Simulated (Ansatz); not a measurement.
Input file:

```yaml
crystal:
  periodic: [false, false, false]
  atoms:
    - {symbol: B, position_ang: [0.000000, 0.000000, 0.000000]}
    - {symbol: N, position_ang: [0.000000, 0.000000, 2.001000]}
basis:
  gaussian: {orbitals: 6-31G}
magnetization: {spin_polarized: false}
correlation: {method: ccsdt_q, electrons: outside_noble_gas}
```

```sh
$ ansatz run in.yaml --threads 1 --pin off --events-out ev --progress --plain --max-ram 2393MiB
```

Log:

```
406 factors; integrals over basis functions are off by at most 6.3e-8 eV
mean field evaluation 1: about -2136.2196 eV, gradient 3.7e1 eV
mean field evaluation 2: about -2136.2200 eV, gradient 3.7e1 eV
mean field evaluation 4: about -2141.8663 eV, gradient 4.2e0 eV
mean field evaluation 8: about -2142.0775 eV, gradient 2.9e-1 eV
mean field evaluation 16: about -2143.7471 eV, gradient 6.6e0 eV
mean field evaluation 32: about -2142.0783 eV, gradient 3.8e-3 eV
mean field evaluation 64: about -2144.0983 eV, gradient 1.9e-6 eV
mean field evaluation 96: about -2139.3317 eV, gradient 3.2e1 eV
mean field evaluation 128: about -2143.9020 eV, gradient 7.5e0 eV
mean field evaluation 160: about -2135.8369 eV, gradient 3.5e-2 eV
mean field -2144.09833464 eV, -78.7941604760 hartree, gradient 4.7e-6 eV, S^2 0.000000; 8 other end points of the search recorded, 0 dependent functions left out; unrestricted orbitals would lower it
...
cycle  35  -4.64813417 eV  change   -2.2e-6 eV  update   1.1e-5
cycle  36  -4.64813434 eV  change   -1.7e-7 eV  update   8.7e-6
cycle  37  -4.64812638 eV  change    8.0e-6 eV  update   5.9e-6
cycle  38  -4.64812417 eV  change    2.2e-6 eV  update   3.3e-6
cycle  39  -4.64812222 eV  change    2.0e-6 eV  update   1.4e-6
cycle  40  -4.64812269 eV  change   -4.7e-7 eV  update   1.1e-6
cycle  41  -4.64812355 eV  change   -8.6e-7 eV  update   8.8e-7
cycle  42  -4.64812415 eV  change   -6.0e-7 eV  update   6.8e-7
cycle  43  -4.64812504 eV  change   -8.9e-7 eV  update   5.2e-7
cycle  44  -4.64812492 eV  change    1.2e-7 eV  update   2.4e-7
perturbative correction -0.08078516 eV, -0.0029688000 hartree
WARN: these amplitudes may be one of several solutions (largest doubles amplitude 0.51, level shift 0.00 eV)
WARN: in the space of 8 natural orbitals, full CI finds another state of this spin 0.242 eV below this run's state, or below the method's energy where it doesn't find this run's state
Total energy: -2148.82724472 eV, -78.9679447161 hartree
```

Ran on 1 thread of Arm Neoverse V2, shared host: 1.3 s wall, 0.15 GiB peak host memory.
